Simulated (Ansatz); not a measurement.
# SiO₂ (quintet): wave-function methods side by side, def2-QZVPP

An exercise on one series of results from a longer session: the logs are not shown, and one member is left open.

Computed with Ansatz 0.2.0, Gaussian basis. Level: def2-QZVPP, core rule «outside noble gas», up to 7 orbitals frozen.

To be run: UHF; ROHF; CCSD(T) on UHF.

2 further runs of the same task are left out: 2 set aside as unsound or not needed. Runs told in other sessions of the task aren't counted.

**What is computed**

The geometry is a PBE0/def2-TZVP stationary point (not a proven minimum) of the parent state, kept for this charge and spin.

3 atoms, charge 0, spin multiplicity 5.

Atoms are counted from 1 here; the program's logs count them from 0.

Bond lengths: O1–O2 1.343 Å, O2–Si3 1.710 Å. Angles: O1–O2–Si3 113.5°.

The first run:

The input, in.yaml:

```yaml
crystal:
  periodic: [false, false, false]
  atoms:
    - {symbol: O, position_ang: [0.000000, -0.345870, 1.455845]}
    - {symbol: O, position_ang: [0.000000, 0.564635, 0.468388]}
    - {symbol: Si, position_ang: [0.000000, -0.124623, -1.096174]}
basis:
  gaussian: {orbitals: "def2-QZVPP.json"}
magnetization: {spin_polarized: true, initial_magnetization: 4}
hamiltonian: {xc: hf}
output: {orbitals: {seedname: orbitals}}
```

The run is started by

```bash
ansatz run in.yaml --threads 1 --pin off --events-out ev --progress --plain --max-ram 2393MiB
```

Steps of the session up to this table: UHF; ROHF; CCSD(T) on UHF.

One of the session's tables, all rows but one given; the rest of the session is left out.

| method | from UCCSD(T) (meV) |
| --- | --- |
| ROHF | +15415.4 |
| UHF | +15173.8 |
| UMP2 | +1270.6 |
| UCCSD | ? |
| UCCSD(T) | 0 |

Estimate the missing values for UCCSD.

**Answer.** from UCCSD(T) (meV): +731.8. In the column «from UCCSD(T) (meV)» it lies between UCCSD(T) (0) and UMP2 (+1270.6).
